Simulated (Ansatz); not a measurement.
# C2H3F (SMILES C=CF): HF/STO-3G

Aim: the vertical singlet–triplet gap of C2H3F at HF/STO-3G, from 2 runs. 

The results are computed with Ansatz 0.2.0.

44 further runs of the same task are left out: 44 set aside as unsound or not needed.

## 1. The structure to begin with

The species is C2H3F (6 atoms), meant as a singlet with charge 0. SMILES: `C=CF`. The coordinates come from a PBE0-D4/def2-TZVP relaxation.

Bond lengths: C1–C2 1.316 Å, C2–F3 1.336 Å, C1–H4 1.082 Å, C1–H5 1.081 Å, C2–H6 1.084 Å. Angles: C1–C2–F3 122.3°, C1–C2–H6 125.7°, F3–C2–H6 112.0°, C2–C1–H4 121.6°, C2–C1–H5 119.2°, H4–C1–H5 119.2°.

## 2. The energy at HF/STO-3G

Input file molecule.yaml:

```yaml
crystal:
  periodic: [false, false, false]
  atoms:
    - symbol: C
      position_ang: [-0.536200, 0.076400, -0.442800]
    - symbol: C
      position_ang: [0.490000, -0.016300, 0.376600]
    - symbol: F
      position_ang: [0.966200, -1.192400, 0.795500]
    - symbol: H
      position_ang: [-1.043900, -0.803300, -0.816600]
    - symbol: H
      position_ang: [-0.880200, 1.054100, -0.749700]
    - symbol: H
      position_ang: [1.046100, 0.817400, 0.790700]
basis:
  gaussian:
    orbitals: STO-3G
hamiltonian:
  xc: hf
accuracy: high
output: {orbitals: {seedname: orbitals}}
```

Run with:

```
$ ansatz run molecule.yaml --threads 1 --pin off --max-ram 3480MiB --events-out events.jsonl --progress --plain --runs-dir runs
```

What it wrote:

```text
Warning: RAYON_NUM_THREADS=1 ignored (pool sized by the plan → 1); use --threads N
Functional definition: HF
  name "HF"
  exchange = exact_x
  correlation = 0
320 factors; integrals over basis functions are off by at most 3.9e-8 eV
mean field evaluation 1: about -4747.7198 eV, gradient 2.0e1 eV
mean field evaluation 2: about -4747.8224 eV, gradient 2.0e1 eV
mean field evaluation 4: about -4749.2417 eV, gradient 1.7e0 eV
mean field evaluation 8: about -4749.2557 eV, gradient 3.6e-2 eV
mean field -4749.25572823 eV, -174.5319288515 hartree, gradient 1.3e-8 eV, S^2 0.000000; 0 other end points of the search recorded, 0 dependent functions left out
reference -4749.25572823 eV, -174.5319288515 hartree; 12, 12 occupied and 6, 6 virtual orbitals, 320 factors
Total energy: -4749.25572823 eV, -174.5319288515 hartree
```

It took 0.16 s on 1 thread of Intel Xeon Platinum 8259CL at 2.50GHz (Skylake/Cascade Lake), shared host.

## 3. The triplet, same level

Input file molecule.yaml:

```yaml
basis:
  gaussian:
    orbitals: STO-3G
crystal:
  periodic: [false, false, false]
  atoms:
    - {symbol: C, position_ang: [-0.536200, 0.076400, -0.442800]}
    - {symbol: C, position_ang: [0.490000, -0.016300, 0.376600]}
    - {symbol: F, position_ang: [0.966200, -1.192400, 0.795500]}
    - {symbol: H, position_ang: [-1.043900, -0.803300, -0.816600]}
    - {symbol: H, position_ang: [-0.880200, 1.054100, -0.749700]}
    - {symbol: H, position_ang: [1.046100, 0.817400, 0.790700]}
magnetization:
  spin_polarized: true
  initial_magnetization: 2
hamiltonian:
  xc: hf
accuracy: high
output: {orbitals: {seedname: orbitals}}
```

Run with:

```
$ ansatz run molecule.yaml --threads 1 --pin off --max-ram 3480MiB --events-out events.jsonl --progress --plain --runs-dir runs
```

What it wrote:

```text
Warning: RAYON_NUM_THREADS=1 ignored (pool sized by the plan → 1); use --threads N
Functional definition: HF
  name "HF"
  exchange = exact_x
  correlation = 0
320 factors; integrals over basis functions are off by at most 3.9e-8 eV
mean field evaluation 1: about -4744.3159 eV, gradient 1.1e1 eV
mean field evaluation 2: about -4744.4547 eV, gradient 1.1e1 eV
mean field evaluation 4: about -4745.4437 eV, gradient 1.7e0 eV
mean field evaluation 8: about -4745.5102 eV, gradient 1.8e-2 eV
mean field -4745.51018261 eV, -174.3942825885 hartree, gradient 2.5e-8 eV, S^2 2.019903; 0 other end points of the search recorded, 0 dependent functions left out
reference -4745.51018261 eV, -174.3942825885 hartree; 13, 11 occupied and 5, 7 virtual orbitals, 320 factors
Total energy: -4745.51018261 eV, -174.3942825885 hartree
```

Run time: 0.18 s. Hardware: 1 thread of Intel Xeon Platinum 8259CL at 2.50GHz (Skylake/Cascade Lake), shared host.

## 4. What came out

Level: HF/STO-3G.

```
                                        quantity          value
                           singlet: total energy  -174.53193 Eh
                            singlet: HOMO energy       -8.40 eV
                            singlet: LUMO energy        8.68 eV
                          singlet: HOMO–LUMO gap       17.08 eV
                           triplet: total energy  -174.39428 Eh
     triplet: HOMO energy (highest over α and β)       -4.89 eV
      triplet: LUMO energy (lowest over α and β)        4.82 eV
                                   triplet: ⟨S²⟩          2.020
vertical energy of the triplet above the singlet       3.746 eV
```

At this shape the triplet lies 3.75 eV (361 kJ/mol) above the singlet. In a minimal basis such a difference can be off by several eV, whatever the method.
